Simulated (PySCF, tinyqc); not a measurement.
Worked calculation (part 1 of 2): RKS/PBE in the sto-3g basis, for LiH, spin multiplicity 1. The lowest restricted solution is unstable here: a spin-polarised one lies 0.0083 hartree lower (PySCF). Computed by tinyqc, a small Python program that keeps every step (integrals from PySCF). Settings: charge = 0, multiplicity = 1, basis = sto-3g, energy threshold = 1e-08, iteration cap = 80, orthogonalisation = canonical, start = atomic densities, DIIS depth = 4, method = RKS, functional = pbe,pbe, grid = [40, 26]. Command: `OMP_NUM_THREADS=1 python tinyqc.py 29604 29605 out.jsonl` (the two numbers bound the seeds that draw the settings). One thread of a shared host (Intel(R) Xeon(R) Processor @ 2.60GHz), about 0.9 s of CPU time with the checks. Later iterations appear only in the table of the cycle.

## One-electron integrals

Geometry (angstrom):
```
atom         x         y         z
Li    0.000000  0.000000  0.000000
H     0.000000  0.000000  3.037000
```

Basis sto-3g: exponents (1/bohr^2) and contraction coefficients of normalised primitives:
```
element  l (shell)   exponent  coefficient
Li           s (1)  16.119575     0.154329
Li           s (1)   2.936201     0.535328
Li           s (1)   0.794651     0.444635
Li           s (2)   0.636290    -0.099967
Li           s (2)   0.147860     0.399513
Li           s (2)   0.048089     0.700115
Li           p (3)   0.636290     0.155916
Li           p (3)   0.147860     0.607684
Li           p (3)   0.048089     0.391957
H            s (1)   3.425251     0.154329
H            s (1)   0.623914     0.535328
H            s (1)   0.168855     0.444635
```

Overlap, kinetic and nuclear-attraction integrals over the contracted functions; the nuclear repulsion is the sum of Za Zb / Rab.

nuclear repulsion = 0.52273021 hartree

overlap S, order 1Li 1s, 1Li 2s, 1Li 2px, 1Li 2py, 1Li 2pz, 2H 1s:
$$\begin{pmatrix}
1.000000 & 0.241137 & 0.000000 & 0.000000 & 0.000000 & 0.001741 \\
0.241137 & 1.000000 & 0.000000 & 0.000000 & 0.000000 & 0.118990 \\
0.000000 & 0.000000 & 1.000000 & 0.000000 & 0.000000 & 0.000000 \\
0.000000 & 0.000000 & 0.000000 & 1.000000 & 0.000000 & 0.000000 \\
0.000000 & 0.000000 & 0.000000 & 0.000000 & 1.000000 & 0.185815 \\
0.001741 & 0.118990 & 0.000000 & 0.000000 & 0.185815 & 1.000000
\end{pmatrix}$$

kinetic energy T (hartree), order 1Li 1s, 1Li 2s, 1Li 2px, 1Li 2py, 1Li 2pz, 2H 1s:
$$\begin{pmatrix}
3.576786 & -0.020237 & 0.000000 & 0.000000 & 0.000000 & -0.001652 \\
-0.020237 & 0.102163 & 0.000000 & 0.000000 & 0.000000 & -0.002346 \\
0.000000 & 0.000000 & 0.319682 & 0.000000 & 0.000000 & 0.000000 \\
0.000000 & 0.000000 & 0.000000 & 0.319682 & 0.000000 & 0.000000 \\
0.000000 & 0.000000 & 0.000000 & 0.000000 & 0.319682 & 0.003904 \\
-0.001652 & -0.002346 & 0.000000 & 0.000000 & 0.003904 & 0.760032
\end{pmatrix}$$

nuclear attraction V (hartree), order 1Li 1s, 1Li 2s, 1Li 2px, 1Li 2py, 1Li 2pz, 2H 1s:
$$\begin{pmatrix}
-8.157125 & -1.006360 & 0.000000 & 0.000000 & -0.004470 & -0.006082 \\
-1.006360 & -1.380130 & 0.000000 & 0.000000 & -0.052798 & -0.152329 \\
0.000000 & 0.000000 & -1.359165 & 0.000000 & 0.000000 & 0.000000 \\
0.000000 & 0.000000 & 0.000000 & -1.359165 & 0.000000 & 0.000000 \\
-0.004470 & -0.052798 & 0.000000 & 0.000000 & -1.392640 & -0.239279 \\
-0.006082 & -0.152329 & 0.000000 & 0.000000 & -0.239279 & -1.749344
\end{pmatrix}$$

core Hamiltonian H = T + V (hartree), order 1Li 1s, 1Li 2s, 1Li 2px, 1Li 2py, 1Li 2pz, 2H 1s:
$$\begin{pmatrix}
-4.580338 & -1.026597 & 0.000000 & 0.000000 & -0.004470 & -0.007734 \\
-1.026597 & -1.277966 & 0.000000 & 0.000000 & -0.052798 & -0.154675 \\
0.000000 & 0.000000 & -1.039484 & 0.000000 & 0.000000 & 0.000000 \\
0.000000 & 0.000000 & 0.000000 & -1.039484 & 0.000000 & 0.000000 \\
-0.004470 & -0.052798 & 0.000000 & 0.000000 & -1.072958 & -0.235375 \\
-0.007734 & -0.154675 & 0.000000 & 0.000000 & -0.235375 & -0.989312
\end{pmatrix}$$

## Two-electron integrals

Functions are numbered as in S; the eight-fold symmetry (ij|kl) = (ji|kl) = (kl|ij) leaves the list below.

Two-electron integrals (ij|kl) in chemists' order, unique and non-zero (hartree):
```
(11|11) 1.680395   (21|11) 0.265420   (21|21) 0.049941   (22|11) 0.397727
(22|21) 0.092860   (22|22) 0.290562   (31|31) 0.008981   (32|31) 0.013788
(32|32) 0.064184   (33|11) 0.396640   (33|21) 0.092880   (33|22) 0.290497
(33|33) 0.312946   (41|41) 0.008981   (42|41) 0.013788   (42|42) 0.064184
(43|43) 0.016869   (44|11) 0.396640   (44|21) 0.092880   (44|22) 0.290497
(44|33) 0.279207   (44|44) 0.312946   (51|51) 0.008981   (52|51) 0.013788
(52|52) 0.064184   (53|53) 0.016869   (54|54) 0.016869   (55|11) 0.396640
(55|21) 0.092880   (55|22) 0.290497   (55|33) 0.279207   (55|44) 0.279207
(55|55) 0.312946   (61|11) 0.001638   (61|21) 0.000322   (61|22) 0.000655
(61|33) 0.000642   (61|44) 0.000642   (61|51) 0.000056   (61|52) 0.000118
(61|55) 0.000682   (61|61) 2.57e-06   (62|11) 0.026352   (62|21) 0.006335
(62|22) 0.024596   (62|33) 0.023131   (62|44) 0.023131   (62|51) 0.000827
(62|52) 0.007647   (62|55) 0.027494   (62|61) 0.000055   (62|62) 0.006098
(63|31) 0.000186   (63|32) 0.001371   (63|53) 0.000744   (63|63) 0.000187
(64|41) 0.000186   (64|42) 0.001371   (64|54) 0.000744   (64|64) 0.000187
(65|11) 0.040215   (65|21) 0.009680   (65|22) 0.037892   (65|33) 0.035506
(65|44) 0.035506   (65|51) 0.001286   (65|52) 0.012022   (65|55) 0.042612
(65|61) 0.000085   (65|62) 0.009721   (65|65) 0.015513   (66|11) 0.174243
(66|21) 0.042016   (66|22) 0.172585   (66|33) 0.161869   (66|44) 0.161869
(66|51) 0.004470   (66|52) 0.051769   (66|55) 0.193675   (66|61) 0.000357
(66|62) 0.060153   (66|65) 0.096933   (66|66) 0.774606
```

## Orthogonalisation

S = U s U^T; canonical form X = U s^(-1/2), so that X^T S X = 1. Each column of U has its largest component positive (the first on a tie).

eigenvalues of S: [0.713635, 0.843138, 1.000000, 1.000000, 1.155144, 1.288082]

X, order 1Li 1s, 1Li 2s, 1Li 2px, 1Li 2py, 1Li 2pz, 2H 1s:
$$\begin{pmatrix}
-0.638018 & 0.499189 & 0.000000 & 0.000000 & -0.424897 & 0.475189 \\
0.761583 & -0.320474 & 0.000000 & 0.000000 & -0.276982 & 0.564782 \\
0.000000 & 0.000000 & 0.986437 & 0.164140 & 0.000000 & 0.000000 \\
0.000000 & 0.000000 & -0.164140 & 0.986437 & 0.000000 & 0.000000 \\
0.350319 & 0.697893 & 0.000000 & 0.000000 & 0.598758 & 0.260834 \\
-0.539887 & -0.589149 & 0.000000 & 0.000000 & 0.499926 & 0.404389
\end{pmatrix}$$

Within a degenerate level the vectors are fixed only up to a rotation; this is one choice.

## Starting guess

The start is atomic minimal-basis densities projected into this basis (PySCF's MINAO start) and scaled to the electron count of each spin; this density is not idempotent, so its energy is not variational and may lie below the converged one.

D at the start, order 1Li 1s, 1Li 2s, 1Li 2px, 1Li 2py, 1Li 2pz, 2H 1s:
$$\begin{pmatrix}
2.077083 & -0.226063 & 0.000000 & 0.000000 & 0.002534 & -0.020215 \\
-0.226063 & 1.020148 & 0.000000 & 0.000000 & -0.004725 & 0.075535 \\
0.000000 & 0.000000 & 0.000000 & 0.000000 & 0.000000 & 0.000000 \\
0.000000 & 0.000000 & 0.000000 & 0.000000 & 0.000000 & 0.000000 \\
0.002534 & -0.004725 & 0.000000 & 0.000000 & 0.001659 & 0.039525 \\
-0.020215 & 0.075535 & 0.000000 & 0.000000 & 0.039525 & 0.977541
\end{pmatrix}$$

## Iteration 1: exchange-correlation on the grid

Becke grid with 40 radial and 26 angular points per atom, points of zero weight dropped. rho = sum D_ij phi_i phi_j; V_xc,ij = sum w v_xc phi_i phi_j plus the gradient terms; v_xc is d(rho eps)/d rho at fixed gradient.

The 8 grid points with the largest w rho, of 2064 (bohr, atomic units):
```
x                  y          z         w       rho  |grad rho|^2     eps_xc       v_xc
0.000000    0.000000   4.407382  0.830613  0.023939      0.002851  -0.275865  -0.300460
0.000000    0.000000   3.889396  2.095992  0.007792      0.000229  -0.200918  -0.212157
0.000000    0.000000   0.532262  0.020560  0.720453     13.418727  -0.783972  -0.871932
0.000000    0.532262   0.000000  0.020560  0.720196     13.416058  -0.783928  -0.871792
0.532262    0.000000   0.000000  0.020560  0.720196     13.416058  -0.783928  -0.871792
-0.532262   0.000000   0.000000  0.020560  0.720196     13.416058  -0.783928  -0.871792
0.000000   -0.532262   0.000000  0.020560  0.720196     13.416058  -0.783928  -0.871792
0.000000    0.000000  -0.532262  0.020560  0.719975     13.412418  -0.783885  -0.871678
```

electrons on the grid, sum of w rho = 4.008899

E_xc = sum of w rho eps_xc = -2.20439923 hartree

V_xc (hartree), order 1Li 1s, 1Li 2s, 1Li 2px, 1Li 2py, 1Li 2pz, 2H 1s:
$$\begin{pmatrix}
-1.092019 & -0.141250 & 0.000000 & 0.000000 & 0.000015 & -0.000831 \\
-0.141250 & -0.185249 & 0.000000 & 0.000000 & -0.003012 & -0.029385 \\
0.000000 & 0.000000 & -0.181654 & 0.000000 & 0.000000 & 0.000000 \\
0.000000 & 0.000000 & 0.000000 & -0.181654 & 0.000000 & 0.000000 \\
0.000015 & -0.003012 & 0.000000 & 0.000000 & -0.186706 & -0.047300 \\
-0.000831 & -0.029385 & 0.000000 & 0.000000 & -0.047300 & -0.427479
\end{pmatrix}$$

## Iteration 1: building the Kohn-Sham matrix

J_ij = sum D_kl (ij|kl); F = H + J + V_xc; E = tr D H + tr D J / 2 + E_xc + E_nn.

Coulomb J (hartree), order 1Li 1s, 1Li 2s, 1Li 2px, 1Li 2py, 1Li 2pz, 2H 1s:
$$\begin{pmatrix}
3.954138 & 0.666387 & 0.000000 & 0.000000 & 0.004509 & 0.004289 \\
0.666387 & 1.256419 & 0.000000 & 0.000000 & 0.052170 & 0.137429 \\
0.000000 & 0.000000 & 1.243182 & 0.000000 & 0.000000 & 0.000000 \\
0.000000 & 0.000000 & 0.000000 & 1.243182 & 0.000000 & 0.000000 \\
0.004509 & 0.052170 & 0.000000 & 0.000000 & 1.275548 & 0.215220 \\
0.004289 & 0.137429 & 0.000000 & 0.000000 & 0.215220 & 1.292782
\end{pmatrix}$$

Kohn-Sham matrix F (hartree), order 1Li 1s, 1Li 2s, 1Li 2px, 1Li 2py, 1Li 2pz, 2H 1s:
$$\begin{pmatrix}
-1.718219 & -0.501460 & 0.000000 & 0.000000 & 0.000054 & -0.004277 \\
-0.501460 & -0.206796 & 0.000000 & 0.000000 & -0.003640 & -0.046631 \\
0.000000 & 0.000000 & 0.022044 & 0.000000 & 0.000000 & 0.000000 \\
0.000000 & 0.000000 & 0.000000 & 0.022044 & 0.000000 & 0.000000 \\
0.000054 & -0.003640 & 0.000000 & 0.000000 & 0.015884 & -0.067455 \\
-0.004277 & -0.046631 & 0.000000 & 0.000000 & -0.067455 & -0.124009
\end{pmatrix}$$

total energy of this density = -7.79677652 hartree

This density is the starting one; it is not idempotent, so its energy is not variational and may lie below the converged one.

## Iteration 1: diagonalisation and new density

Diagonalise F' = X^T F X, C = X C', fill 2 alpha and 2 beta electrons from the bottom; D = 2 C_occ C_occ^T. Each column has its largest component positive (the first on a tie).

F' = X^T F X (hartree):
$$\begin{pmatrix}
-0.307297 & 0.319172 & 0.000000 & 0.000000 & -0.327405 & 0.460283 \\
0.319172 & -0.282221 & 0.000000 & 0.000000 & 0.389685 & -0.390608 \\
0.000000 & 0.000000 & 0.022044 & 0.000000 & 0.000000 & 0.000000 \\
0.000000 & 0.000000 & 0.000000 & 0.022044 & 0.000000 & 0.000000 \\
-0.327405 & 0.389685 & 0.000000 & 0.000000 & -0.493871 & 0.508707 \\
0.460283 & -0.390608 & 0.000000 & 0.000000 & 0.508707 & -0.780539
\end{pmatrix}$$

orbital energies (hartree): MO1 -1.723130, MO2 -0.145202, MO3 -0.048964, MO4 0.022044, MO5 0.022044, MO6 0.053367

coefficients C, order 1Li 1s, 1Li 2s, 1Li 2px, 1Li 2py, 1Li 2pz, 2H 1s:
$$\begin{pmatrix}
0.984946 & -0.097589 & -0.282894 & 0.000000 & 0.000000 & -0.054093 \\
0.056346 & 0.321811 & 0.967157 & 0.000000 & 0.000000 & 0.190471 \\
0.000000 & 0.000000 & 0.000000 & 0.999943 & -0.010684 & 0.000000 \\
0.000000 & 0.000000 & 0.000000 & 0.010684 & 0.999943 & 0.000000 \\
0.000803 & 0.220409 & -0.237975 & 0.000000 & 0.000000 & 0.964941 \\
-0.004922 & 0.848140 & -0.325024 & 0.000000 & 0.000000 & -0.476469
\end{pmatrix}$$

D after iteration 1, order 1Li 1s, 1Li 2s, 1Li 2px, 1Li 2py, 1Li 2pz, 2H 1s:
$$\begin{pmatrix}
1.959286 & 0.048185 & 0.000000 & 0.000000 & -0.041437 & -0.175233 \\
0.048185 & 0.213474 & 0.000000 & 0.000000 & 0.141950 & 0.545327 \\
0.000000 & 0.000000 & 0.000000 & 0.000000 & 0.000000 & 0.000000 \\
0.000000 & 0.000000 & 0.000000 & 0.000000 & 0.000000 & 0.000000 \\
-0.041437 & 0.141950 & 0.000000 & 0.000000 & 0.097162 & 0.373868 \\
-0.175233 & 0.545327 & 0.000000 & 0.000000 & 0.373868 & 1.438733
\end{pmatrix}$$

Within a degenerate level the vectors are fixed only up to a rotation; this is one choice.

## Iteration 2: exchange-correlation on the grid

As before.

The 8 grid points with the largest w rho, of 2064 (bohr, atomic units):
```
x                  y          z         w       rho  |grad rho|^2     eps_xc       v_xc
0.000000    0.000000   4.407382  0.830613  0.042067      0.006916  -0.316013  -0.370188
0.000000    0.000000   3.889396  2.095992  0.015986      0.000701  -0.236861  -0.273281
0.000000    0.000000   3.419373  2.437874  0.008668      0.000063  -0.190450  -0.239588
0.000000    0.000000  -0.532262  0.020560  0.702070     12.358183  -0.776609  -0.865761
0.000000    0.532262   0.000000  0.020560  0.698076     12.314985  -0.775891  -0.863565
0.000000   -0.532262   0.000000  0.020560  0.698076     12.314985  -0.775891  -0.863565
-0.532262   0.000000   0.000000  0.020560  0.698076     12.314985  -0.775891  -0.863565
0.532262    0.000000   0.000000  0.020560  0.698076     12.314985  -0.775891  -0.863565
```

electrons on the grid, sum of w rho = 4.007578

E_xc = sum of w rho eps_xc = -2.31416632 hartree

V_xc (hartree), order 1Li 1s, 1Li 2s, 1Li 2px, 1Li 2py, 1Li 2pz, 2H 1s:
$$\begin{pmatrix}
-1.079874 & -0.138619 & 0.000000 & 0.000000 & -0.001476 & -0.000830 \\
-0.138619 & -0.140880 & 0.000000 & 0.000000 & -0.035522 & -0.033904 \\
0.000000 & 0.000000 & -0.134907 & 0.000000 & 0.000000 & 0.000000 \\
0.000000 & 0.000000 & 0.000000 & -0.134907 & 0.000000 & 0.000000 \\
-0.001476 & -0.035522 & 0.000000 & 0.000000 & -0.148747 & -0.054924 \\
-0.000830 & -0.033904 & 0.000000 & 0.000000 & -0.054924 & -0.487036
\end{pmatrix}$$

## Iteration 2: building the Kohn-Sham matrix

As before.

Coulomb J (hartree), order 1Li 1s, 1Li 2s, 1Li 2px, 1Li 2py, 1Li 2pz, 2H 1s:
$$\begin{pmatrix}
3.750322 & 0.628179 & 0.000000 & 0.000000 & 0.011445 & 0.004112 \\
0.628179 & 1.181695 & 0.000000 & 0.000000 & 0.108849 & 0.162710 \\
0.000000 & 0.000000 & 1.159662 & 0.000000 & 0.000000 & 0.000000 \\
0.000000 & 0.000000 & 0.000000 & 1.159662 & 0.000000 & 0.000000 \\
0.011445 & 0.108849 & 0.000000 & 0.000000 & 1.218757 & 0.256895 \\
0.004112 & 0.162710 & 0.000000 & 0.000000 & 0.256895 & 1.667841
\end{pmatrix}$$

Kohn-Sham matrix F (hartree), order 1Li 1s, 1Li 2s, 1Li 2px, 1Li 2py, 1Li 2pz, 2H 1s:
$$\begin{pmatrix}
-1.909890 & -0.537037 & 0.000000 & 0.000000 & 0.005499 & -0.004452 \\
-0.537037 & -0.237151 & 0.000000 & 0.000000 & 0.020529 & -0.025869 \\
0.000000 & 0.000000 & -0.014729 & 0.000000 & 0.000000 & 0.000000 \\
0.000000 & 0.000000 & 0.000000 & -0.014729 & 0.000000 & 0.000000 \\
0.005499 & 0.020529 & 0.000000 & 0.000000 & -0.002948 & -0.033404 \\
-0.004452 & -0.025869 & 0.000000 & 0.000000 & -0.033404 & 0.191493
\end{pmatrix}$$

total energy of this density = -7.73317990 hartree

## Iteration 2: DIIS over 2 matrices

error matrix X^T (FDS - SDF) X:
$$\begin{pmatrix}
0.000000 & 0.109043 & 0.000000 & 0.000000 & -0.158996 & -0.138113 \\
-0.109043 & 0.000000 & 0.000000 & 0.000000 & -0.039894 & -0.098500 \\
0.000000 & 0.000000 & 0.000000 & 0.000000 & 0.000000 & 0.000000 \\
0.000000 & 0.000000 & 0.000000 & 0.000000 & 0.000000 & 0.000000 \\
0.158996 & 0.039894 & 0.000000 & 0.000000 & 0.000000 & 0.061379 \\
0.138113 & 0.098500 & 0.000000 & 0.000000 & -0.061379 & 0.000000
\end{pmatrix}$$

B (overlaps of the stored error matrices):
$$\begin{pmatrix}
1.2518056e-02 & 3.0674203e-03 \\
3.0674203e-03 & 1.4261300e-01
\end{pmatrix}$$

Minimise |sum c_i e_i|^2 with sum c_i = 1: solve [B -1; -1 0][c; lambda] = [0; -1] with B_ij = tr e_i^T e_j, and take F = sum c_i F_i.

DIIS coefficients: [0.936571, 0.063429]

extrapolated F (hartree), order 1Li 1s, 1Li 2s, 1Li 2px, 1Li 2py, 1Li 2pz, 2H 1s:
$$\begin{pmatrix}
-1.730377 & -0.503717 & 0.000000 & 0.000000 & 0.000399 & -0.004288 \\
-0.503717 & -0.208721 & 0.000000 & 0.000000 & -0.002107 & -0.045314 \\
0.000000 & 0.000000 & 0.019712 & 0.000000 & 0.000000 & 0.000000 \\
0.000000 & 0.000000 & 0.000000 & 0.019712 & 0.000000 & 0.000000 \\
0.000399 & -0.002107 & 0.000000 & 0.000000 & 0.014690 & -0.065296 \\
-0.004288 & -0.045314 & 0.000000 & 0.000000 & -0.065296 & -0.103997
\end{pmatrix}$$

## Iteration 2: diagonalisation and new density

As before.

F' = X^T F X (hartree):
$$\begin{pmatrix}
-0.306727 & 0.327194 & 0.000000 & 0.000000 & -0.334869 & 0.459278 \\
0.327194 & -0.280079 & 0.000000 & 0.000000 & 0.385104 & -0.398116 \\
0.000000 & 0.000000 & 0.019712 & 0.000000 & 0.000000 & 0.000000 \\
0.000000 & 0.000000 & 0.000000 & 0.019712 & 0.000000 & 0.000000 \\
-0.334869 & 0.385104 & 0.000000 & 0.000000 & -0.491922 & 0.517656 \\
0.459278 & -0.398116 & 0.000000 & 0.000000 & 0.517656 & -0.780329
\end{pmatrix}$$

orbital energies (hartree): MO1 -1.735181, MO2 -0.129879, MO3 -0.049370, MO4 0.019712, MO5 0.019712, MO6 0.055373

coefficients C, order 1Li 1s, 1Li 2s, 1Li 2px, 1Li 2py, 1Li 2pz, 2H 1s:
$$\begin{pmatrix}
0.985176 & -0.117437 & -0.273325 & 0.000000 & 0.000000 & -0.059402 \\
0.055562 & 0.391127 & 0.937086 & 0.000000 & 0.000000 & 0.210264 \\
0.000000 & 0.000000 & 0.000000 & 0.999999 & -0.001061 & 0.000000 \\
0.000000 & 0.000000 & 0.000000 & 0.001061 & 0.999999 & 0.000000 \\
0.000549 & 0.236224 & -0.285141 & 0.000000 & 0.000000 & 0.948270 \\
-0.004811 & 0.808503 & -0.362594 & 0.000000 & 0.000000 & -0.516581
\end{pmatrix}$$

D after iteration 2, order 1Li 1s, 1Li 2s, 1Li 2px, 1Li 2py, 1Li 2pz, 2H 1s:
$$\begin{pmatrix}
1.968726 & 0.017611 & 0.000000 & 0.000000 & -0.054401 & -0.199374 \\
0.017611 & 0.312135 & 0.000000 & 0.000000 & 0.184848 & 0.631920 \\
0.000000 & 0.000000 & 0.000000 & 0.000000 & 0.000000 & 0.000000 \\
0.000000 & 0.000000 & 0.000000 & 0.000000 & 0.000000 & 0.000000 \\
-0.054401 & 0.184848 & 0.000000 & 0.000000 & 0.111604 & 0.381971 \\
-0.199374 & 0.631920 & 0.000000 & 0.000000 & 0.381971 & 1.307399
\end{pmatrix}$$

Within a degenerate level the vectors are fixed only up to a rotation; this is one choice.

## Iteration 12 (converged): orbitals

converged F (hartree), order 1Li 1s, 1Li 2s, 1Li 2px, 1Li 2py, 1Li 2pz, 2H 1s:
$$\begin{pmatrix}
-1.789950 & -0.513018 & 0.000000 & 0.000000 & 0.005351 & -0.004306 \\
-0.513018 & -0.212813 & 0.000000 & 0.000000 & 0.010414 & -0.041161 \\
0.000000 & 0.000000 & 0.013369 & 0.000000 & 0.000000 & 0.000000 \\
0.000000 & 0.000000 & 0.000000 & 0.013369 & 0.000000 & 0.000000 \\
0.005351 & 0.010414 & 0.000000 & 0.000000 & 0.014810 & -0.058629 \\
-0.004306 & -0.041161 & 0.000000 & 0.000000 & -0.058629 & -0.061564
\end{pmatrix}$$

As before.

F' = X^T F X (hartree):
$$\begin{pmatrix}
-0.313411 & 0.354130 & 0.000000 & 0.000000 & -0.357135 & 0.471305 \\
0.354130 & -0.283635 & 0.000000 & 0.000000 & 0.380115 & -0.417687 \\
0.000000 & 0.000000 & 0.013369 & 0.000000 & 0.000000 & 0.000000 \\
0.000000 & 0.000000 & 0.000000 & 0.013369 & 0.000000 & 0.000000 \\
-0.357135 & 0.380115 & 0.000000 & 0.000000 & -0.498356 & 0.549757 \\
0.471305 & -0.417687 & 0.000000 & 0.000000 & 0.549757 & -0.784918
\end{pmatrix}$$

orbital energies (hartree): MO1 -1.794084, MO2 -0.099015, MO3 -0.052931, MO4 0.013369, MO5 0.013369, MO6 0.065710

coefficients C, order 1Li 1s, 1Li 2s, 1Li 2px, 1Li 2py, 1Li 2pz, 2H 1s:
$$\begin{pmatrix}
0.986607 & -0.181290 & -0.224144 & 0.000000 & 0.000000 & -0.078098 \\
0.050610 & 0.623099 & 0.777547 & 0.000000 & 0.000000 & 0.288125 \\
0.000000 & 0.000000 & 0.000000 & 0.050203 & 0.998739 & 0.000000 \\
0.000000 & 0.000000 & 0.000000 & 0.998739 & -0.050203 & 0.000000 \\
-0.002610 & 0.188953 & -0.450543 & 0.000000 & 0.000000 & 0.893098 \\
-0.003946 & 0.671783 & -0.484136 & 0.000000 & 0.000000 & -0.605256
\end{pmatrix}$$

D after iteration 12, order 1Li 1s, 1Li 2s, 1Li 2px, 1Li 2py, 1Li 2pz, 2H 1s:
$$\begin{pmatrix}
2.012517 & -0.126058 & 0.000000 & 0.000000 & -0.073661 & -0.251361 \\
-0.126058 & 0.781627 & 0.000000 & 0.000000 & 0.235209 & 0.836775 \\
0.000000 & 0.000000 & 0.000000 & 0.000000 & 0.000000 & 0.000000 \\
0.000000 & 0.000000 & 0.000000 & 0.000000 & 0.000000 & 0.000000 \\
-0.073661 & 0.235209 & 0.000000 & 0.000000 & 0.071420 & 0.253891 \\
-0.251361 & 0.836775 & 0.000000 & 0.000000 & 0.253891 & 0.902616
\end{pmatrix}$$

Within a degenerate level the vectors are fixed only up to a rotation; this is one choice.
